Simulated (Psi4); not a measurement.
**CHF2O (SMILES [O]C(F)F): levels of theory compared**

We compute a comparison of 4 runs (UHF/STO-3G, UHF/3-21G, U-revTPSSh-D3(0)/aug-cc-pV(T+d)Z, U-revTPSSh/aug-cc-pV(T+d)Z) of CHF2O. 

The results are computed with Psi4 1.11.

2 further runs of the same task are left out: 2 that didn't finish.

### Step 1. Starting point

The species is CHF2O (5 atoms), meant as a doublet with charge 0. SMILES: `[O]C(F)F`. Geometry: relaxed at PBE0-D4/def2-TZVP.

Bond lengths: O1–C2 1.320 Å, C2–F3 1.347 Å, C2–F4 1.347 Å, C2–H5 1.113 Å. Angles: O1–C2–F3 113.9°, O1–C2–F4 113.9°, F3–C2–F4 106.7°, O1–C2–H5 103.3°, F3–C2–H5 109.5°, F4–C2–H5 109.5°.

### Step 2. Energy and gradient at UHF/STO-3G (run 1)

File input.json:

```json
{
 "schema_name": "qcschema_input",
 "schema_version": 1,
 "molecule": {
  "schema_name": "qcschema_molecule",
  "schema_version": 2,
  "symbols": ["O", "C", "F", "F", "H"],
  "geometry": [-1.02347567, -0.73264682, 2.15031936, 0.02078699, 0.00226767, 0.00774788, 2.083801, -1.3379261, -0.64779812, -1.55977994, -0.06462863, -1.98704702, 0.57315393, 1.99366106, 0.39835427],
  "molecular_charge": 0,
  "molecular_multiplicity": 2,
  "fix_symmetry": "c1",
  "fix_com": true,
  "fix_orientation": true
 },
 "driver": "gradient",
 "model": {
  "method": "hf",
  "basis": "STO-3G"
 },
 "keywords": {
  "reference": "uhf",
  "puream": true,
  "e_convergence": 1e-09,
  "d_convergence": 1e-08,
  "scf_type": "pk",
  "maxiter": 200,
  "scf_properties": ["LOWDIN_CHARGES", "MULLIKEN_CHARGES", "DIPOLE"]
 }
}
```

Launch:

```console
$ psi4 --qcschema input.json -n 1 --memory 1600MB
```

stdout:

```text
[...]
  Running in c1 symmetry.
[...]
  Nuclear repulsion =  125.371685186475332
[...]
  Multiplicity = 2
[...]
  Nalpha       = 17
  Nbeta        = 16
[...]
    Number of basis functions: 21
[...]
   @UHF iter   1:  -307.58681406525841   -1.69368e+00   2.70480e-02 DIIS/ADIIS
[...]
   @UHF iter  19:  -307.86669845894045   -2.10321e-12   7.02257e-09 DIIS
[...]
   @S^2 Observed:                7.545643563E-01
[...]
  @UHF Final Energy:  -307.86669845894045
   => Energetics <=
    Nuclear Repulsion Energy =            125.3716851864753323
    One-Electron Energy =                -679.7071337576162477
    Two-Electron Energy =                 246.4687501122004107
    Total Energy =                       -307.8666984589405047
  UHF NO Occupations:
  HONO-2 :   15  A 1.9992088
  HONO-1 :   16  A 1.9987649
[...]
  -Total Gradient:
     Atom            X                  Y                   Z
    ------   -----------------  -----------------  -----------------
       1        0.055824855164     0.045410779215    -0.108696752825
       2       -0.048009853172    -0.062082135755     0.071577135150
       3       -0.032803938667     0.024277708191     0.006474450278
       4        0.029094219655     0.002647683108     0.029217750418
       5       -0.004105282981    -0.010254034758     0.001427416979
[...]
```

The result, in JSON:

```text
{
 "driver": "gradient",
 "model": {
  "method": "hf",
  "basis": "STO-3G"
 },
 "success": true,
 "return_result": [0.055824855163906256, 0.04541077921517592, -0.10869675282460067, -0.04800985317162175, -0.06208213575484389, 0.0715771351503752, -0.03280393866654535, 0.02427770819100672, 0.006474450277756921, 0.029094219655258796, 0.00264768310767128, 0.029217750418146393, -0.004105282980897004, -0.010254034758225894, 0.0014274169787566043],
 "properties": {
  "calcinfo_nbasis": 21,
  "calcinfo_nmo": 21,
  "calcinfo_nalpha": 17,
  "calcinfo_nbeta": 16,
  "calcinfo_natom": 5,
  "nuclear_repulsion_energy": 125.37168518647533,
  "return_energy": -307.86669845894045,
  "return_gradient": [0.055824855163906256, 0.04541077921517592, -0.10869675282460067, -0.04800985317162175, -0.06208213575484389, 0.0715771351503752, -0.03280393866654535, 0.02427770819100672, 0.006474450277756921, 0.029094219655258796, 0.00264768310767128, 0.029217750418146393, -0.004105282980897004, -0.010254034758225894, 0.0014274169787566043],
  "scf_one_electron_energy": -679.7071337576162,
  "scf_two_electron_energy": 246.4687501122004,
  "scf_dipole_moment": [0.0988841428544931, 0.369386931911869, 0.08209633733009536],
  "scf_total_energy": -307.86669845894045,
  "scf_total_gradient": [0.055824855163906256, 0.04541077921517592, -0.10869675282460067, -0.04800985317162175, -0.06208213575484389, 0.0715771351503752, -0.03280393866654535, 0.02427770819100672, 0.006474450277756921, 0.029094219655258796, 0.00264768310767128, 0.029217750418146393, -0.004105282980897004, -0.010254034758225894, 0.0014274169787566043],
  "scf_iterations": 19
 }
}
```

Wall time 1.6 s (1 thread of Intel Xeon 6975P-C (Granite Rapids), shared host); peak memory 0.18 GiB.

### Step 3. Energy and gradient at UHF/3-21G (run 2)

File input.dat:

```
memory 1.6 GB

molecule mol {
  0 2
  O     -0.541600    -0.387700     1.137900
  C      0.011000     0.001200     0.004100
  F      1.102700    -0.708000    -0.342800
  F     -0.825400    -0.034200    -1.051500
  H      0.303300     1.055000     0.210800
  symmetry c1
  no_reorient
  no_com
}

set basis 3-21G
set reference uhf
set puream true
set e_convergence 1e-09
set d_convergence 1e-08
set scf_type pk
set maxiter 200

energy_value, wavefunction = gradient('hf', return_wfn=True)
print_variables()
```

Launch:

```console
$ psi4 -n 1 input.dat output.dat
```

output.dat:

```text
[...]
  Running in c1 symmetry.
[...]
  Nuclear repulsion =  125.371685221319382
[...]
  Multiplicity = 2
[...]
  Nalpha       = 17
  Nbeta        = 16
[...]
    Number of basis functions: 38
[...]
   @UHF iter   1:  -310.22969730523494   -6.34007e-01   1.40118e-02 DIIS/ADIIS
[...]
   @UHF iter  17:  -310.44443190230169   -1.30740e-12   8.59615e-09 DIIS
[...]
   @S^2 Observed:                7.549946952E-01
[...]
  @UHF Final Energy:  -310.44443190230169
   => Energetics <=
    Nuclear Repulsion Energy =            125.3716852213193818
    One-Electron Energy =                -679.8793574858125339
    Two-Electron Energy =                 244.0632403621914648
    Total Energy =                       -310.4444319023017442
  UHF NO Occupations:
  HONO-2 :   15  A 1.9991160
  HONO-1 :   16  A 1.9988817
[...]
  -Total Gradient:
     Atom            X                  Y                   Z
    ------   -----------------  -----------------  -----------------
       1        0.021285324800     0.021999803028    -0.036976346977
       2       -0.027942401607    -0.054608044031     0.024078553876
       3       -0.007949706624     0.009740040145    -0.000514204063
       4        0.010414788486     0.003323590437     0.006226942603
       5        0.004191994944     0.019544610420     0.007185054560
[...]
```

It took 1.5 s on 1 thread of Intel Xeon 6975P-C (Granite Rapids), shared host; peak memory 0.18 GiB.

Run 3 isn't shown in full; the table further down has it.

### Step 4. The charge distribution at U-revTPSSh/aug-cc-pV(T+d)Z (sfX2C, density fitting) (run 4)

File input.in:

```
memory 1600 mb

molecule molecule1 {
  0 2
  O     -0.541600    -0.387700     1.137900
  C      0.011000     0.001200     0.004100
  F      1.102700    -0.708000    -0.342800
  F     -0.825400    -0.034200    -1.051500
  H      0.303300     1.055000     0.210800
  units angstrom
  symmetry c1
  no_reorient
  no_com
}

set basis aug-cc-pV(T+d)Z
set reference uks
set scf_type df
set relativistic x2c

result, w = energy('revtpssh', return_wfn=True)
oeprop(w, 'NO_OCCUPATIONS', 'MULLIKEN_CHARGES', 'MAYER_INDICES', title='REVTPSSH')
```

Launch:

```console
$ psi4 -n 1 input.in input.out
```

input.out:

```text
[...]
  Running in c1 symmetry.
[...]
  Nuclear repulsion =  125.371685221319382
[...]
  Multiplicity = 2
[...]
  Nalpha       = 17
  Nbeta        = 16
[...]
    Number of basis functions: 207
[...]
    WARNING: The X2C and Dirac Hamiltonians have substatially different eigenvalues!
             This is probably caused by the recontraction of the basis set.
[...]
   @DF-UKS iter   1:  -313.67931145503945   -2.86723e-01   2.56506e-03 ADIIS/DIIS
[...]
   @DF-UKS iter  10:  -313.78663292401382   -4.90332e-08   1.98971e-07 DIIS
[...]
   @S^2 Observed:                7.540052185E-01
[...]
  @DF-UKS Final Energy:  -313.78663292401382
   => Energetics <=
    Nuclear Repulsion Energy =            125.3716852213193818
    One-Electron Energy =                -682.7060358267997344
    Two-Electron Energy =                 275.3645662207017040
    DFT Exchange-Correlation Energy =     -31.8168485392351599
    Empirical Dispersion Energy =           0.0000000000000000
    VV10 Nonlocal Energy =                  0.0000000000000000
    Total Energy =                       -313.7866329240138157
[...]
 Multipole Moments:
 ------------------------------------------------------------------------------------
     Multipole            Electronic (a.u.)      Nuclear  (a.u.)        Total (a.u.)
 ------------------------------------------------------------------------------------
 L = 1.  Multiply by 2.5417464519 to convert [e a0] to [Debye]
 Dipole X            :          2.9258073           -2.7737400            0.1520673
 Dipole Y            :         17.0263209          -16.4769000            0.5494209
 Dipole Z            :          6.1748018           -6.0662098            0.1085919
 Magnitude           :                                                    0.5803275
[...]
```

It took 32 s on 1 thread of Intel Xeon 6975P-C (Granite Rapids), shared host; peak memory 1.1 GiB.

Atomic charges (e):

| atom | Mulliken |
| --- | --- |
| O1 | -0.322 |
| C2 | +0.730 |
| F3 | -0.312 |
| F4 | -0.312 |
| H5 | +0.217 |

### Step 5. Overview of the runs

| run | level | task | integrals | energy (Eh) | dipole moment (D) | HOMO energy (eV) | LUMO energy (eV) | wall time |
| --- | --- | --- | --- | --- | --- | --- | --- | --- |
| 1 | UHF/STO-3G | gradient | pk | -307.866698 | 0.99 | -10.99 | 7.32 | 1.6 s |
| 2 | UHF/3-21G | gradient | pk | -310.444432 | 1.73 | -14.79 | 1.79 | 1.5 s |
| 3 | U-revTPSSh-D3(0)/aug-cc-pV(T+d)Z (sfX2C, density fitting) | properties | df | -313.787506 | 1.48 | -9.18 | -6.10 | 33 s |
| 4 | U-revTPSSh/aug-cc-pV(T+d)Z (sfX2C, density fitting) | properties | df | -313.786633 | 1.48 | -9.18 | -6.10 | 32 s |

### Step 6. Summary of results

```
                                 quantity          value
                      run 4: total energy  -313.78663 Eh
                     run 4: dipole moment         1.48 D
run 4: HOMO energy (highest over α and β)       -9.18 eV
 run 4: LUMO energy (lowest over α and β)       -6.10 eV
                              run 4: ⟨S²⟩          0.754
```

**Reading.** The dipole moment (its size) runs from 0.99 D (UHF/STO-3G) to 1.73 D (UHF/3-21G). In run 1 the basis is minimal, so the values are rough. All runs together took 68 s, the longest 33 s.
